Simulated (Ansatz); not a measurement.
## Worked example: B–SiH–F, sextet against B–SiH–F, quartet

Geometry (PBE0/def2-TZVP stationary point of a quartet), kept for both states (B–SiH–F, quartet: A''; B–SiH–F, sextet: A'):

```xyz
4

B     0.0000   -0.5010    1.7973
Si    0.0000    0.3616    0.1670
F     0.0000   -0.3453   -1.2616
H     0.0000    1.8072   -0.1500
```

Basis cc-pVDZ; Ansatz 0.2.0. Only valence electrons are correlated (noble-gas cores frozen). R marks a restricted (for open shells ROHF) determinant, U an unrestricted one.

Full CI isn't at hand for all of this; UCCSDT(Q) serves as the reference, and is uncertain by about the last step of the cluster series.

| level | E(B–SiH–F, quartet) (hartree) | E(B–SiH–F, sextet) (hartree) |
| --- | --- | --- |
| UHF | -413.537099 | -413.291239 |
| UMP2 | -413.841539 | -413.575184 |
| UCCSD(T) | -413.874928 | -413.611594 |
| PBE | -414.353025 | -414.104429 |
| B3LYP | -414.654698 | -414.389836 |
| UCCSDT(Q) | -413.876877 | -413.613925 |

Task: Give the vertical gap, B–SiH–F sextet less B–SiH–F quartet, at each level in eV (1 hartree = 27.2114 eV), and each error against UCCSDT(Q).

Result: UCCSDT(Q): (-413.613925 − (-413.876877)) × 27.2114 = 7.155 eV (the reference)
B3LYP: (-414.389836 − (-414.654698)) × 27.2114 = 7.207 eV, error 0.052 eV
PBE: (-414.104429 − (-414.353025)) × 27.2114 = 6.765 eV, error -0.390 eV
UCCSD(T): (-413.611594 − (-413.874928)) × 27.2114 = 7.166 eV, error 0.011 eV
UMP2: (-413.575184 − (-413.841539)) × 27.2114 = 7.248 eV, error 0.093 eV
UHF: (-413.291239 − (-413.537099)) × 27.2114 = 6.690 eV, error -0.465 eV

Total energies of functionals can't be set beside those of wave-function methods, since they hold the core's correlation and their own absolute errors; only the differences compare.

In so small a basis the reference is far from its limit while semilocal and hybrid functionals are nearer theirs, so the functionals' errors here hold much of the reference's basis and frozen-core error, which can add to them or hide them.

Each level lands on the state that its own search finds; the functionals scatter so widely here that some may stand on another one. T1 diagnostics of restricted CCSD: 0.020 and 0.055.
